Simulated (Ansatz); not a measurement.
# BH5OSi: ionisation energy by level of theory

An exercise on one series of results from a longer session: the logs are not shown, and one member is left open.

The runs use Ansatz 0.2.0, Gaussian basis; unrestricted cation, the program's frozen cores in correlated methods.

Plan: UKS PBE-D4/def2-TZVPP; UKS r2SCAN-D4/def2-TZVPP; UKS PBE0-D4/def2-TZVPP; UKS B3LYP-D4/def2-TZVPP; UKS wB97X-V/def2-TZVPP; UKS wB97M-V/def2-TZVPP; UKS B2PLYP/def2-TZVPP; UHF-CCSD(T)/def2-TZVPP; UHF-MP2/def2-QZVPP; extrapolation to the limit; then −ε(HOMO) from the neutral's earlier runs with LDA (SPW92), PBE-D4, revPBE-D4, BLYP-D4, r2SCAN-D4, B97M-V, PBE0-D4, B3LYP-D4, r2SCANh-D4, r2SCAN0-D4, HSE06-D4, BHLYP-D4, CAM-B3LYP-D4, LC-ωPBE, ωB97X-V, ωB97M-V.

## The relaxed structure

The geometry comes from an earlier relaxation with PBE0-D4 in a triple-zeta def2 set; it is a stationary point, not always the lowest conformer.

SMILES `OB[SiH3]`, 8 atoms, charge 0, spin multiplicity 1.

Atoms are counted from 1 here; the program's logs count them from 0.

Bond lengths: O1–B2 1.350 Å, O1–H4 0.962 Å, B2–Si3 2.027 Å, B2–H5 1.206 Å, Si3–H6 1.492 Å, Si3–H7 1.492 Å, Si3–H8 1.488 Å. Angles: B2–O1–H4 113.7°, O1–B2–Si3 119.4°, O1–B2–H5 119.2°, Si3–B2–H5 121.4°, B2–Si3–H6 109.6°, B2–Si3–H7 109.6°, B2–Si3–H8 113.7°, H6–Si3–H7 106.9°, H6–Si3–H8 108.4°, H7–Si3–H8 108.4°.

Geometry (Å):

```xyz
8

O    -1.3708    0.2013   -1.1934
B    -0.3172    0.6390   -0.4708
Si    0.6744   -0.6579    0.7304
H    -1.7789    0.8844   -1.7339
H     0.0140    1.7957   -0.5558
H     0.6419   -0.1622    2.1370
H     2.1087   -0.7187    0.3250
H     0.1200   -2.0389    0.7056
```

Set-up of the first run:

Input file in.yaml:

```yaml
crystal:
  periodic: [false, false, false]
  atoms:
    - {symbol: O, position_ang: [-1.370828, 0.201299, -1.193391]}
    - {symbol: B, position_ang: [-0.317214, 0.639015, -0.470807]}
    - {symbol: Si, position_ang: [0.674406, -0.657886, 0.730444]}
    - {symbol: H, position_ang: [-1.778939, 0.884435, -1.733917]}
    - {symbol: H, position_ang: [0.014047, 1.795743, -0.555767]}
    - {symbol: H, position_ang: [0.641925, -0.162223, 2.137042]}
    - {symbol: H, position_ang: [2.108697, -0.718711, 0.324967]}
    - {symbol: H, position_ang: [0.120006, -2.038872, 0.705628]}
basis:
  gaussian: {orbitals: def2-TZVPP}
total_charge: 1
magnetization: {spin_polarized: true, initial_magnetization: 1}
hamiltonian: {xc: pbe, dispersion: d4}
```

Run with:

```console
$ ansatz run in.yaml --threads 2 --pin off --events-out ev --progress --plain --max-ram 4352MiB
```

Steps of the session up to this table: Cation, UKS PBE-D4/def2-TZVPP; Cation, UKS r2SCAN-D4/def2-TZVPP; Cation, UKS PBE0-D4/def2-TZVPP; Cation, UKS B3LYP-D4/def2-TZVPP; Cation, UKS wB97X-V/def2-TZVPP; Cation, UKS wB97M-V/def2-TZVPP; Cation, UKS B2PLYP (frozen core)/def2-TZVPP; Cation, UHF-CCSD(T)/def2-TZVPP; Cation, UHF-MP2/def2-QZVPP.

One of the session's tables, all rows but one given; the rest of the session is left out.

It belongs to the step «Ionisation energies side by side». Orbital estimates, from the neutral's runs:

| functional | −ε(HOMO) (eV) |
| --- | --- |
| LDA (SPW92) | 6.67 |
| PBE-D4 | 6.62 |
| revPBE-D4 | 6.59 |
| BLYP-D4 | 6.53 |
| r2SCAN-D4 | 6.88 |
| B97M-V | 7.01 |
| PBE0-D4 | 7.89 |
| B3LYP-D4 | 7.71 |
| r2SCANh-D4 | 7.35 |
| r2SCAN0-D4 | 8.05 |
| HSE06-D4 | 7.49 |
| BHLYP-D4 | 9.10 |
| CAM-B3LYP-D4 | 9.27 |
| LC-ωPBE | ? |
| ωB97X-V | 10.27 |
| ωB97M-V | 10.07 |

**Question.** Estimate the row for LC-ωPBE.

As computed: −ε(HOMO) (eV): 10.61. In the column «−ε(HOMO) (eV)» it is the highest.
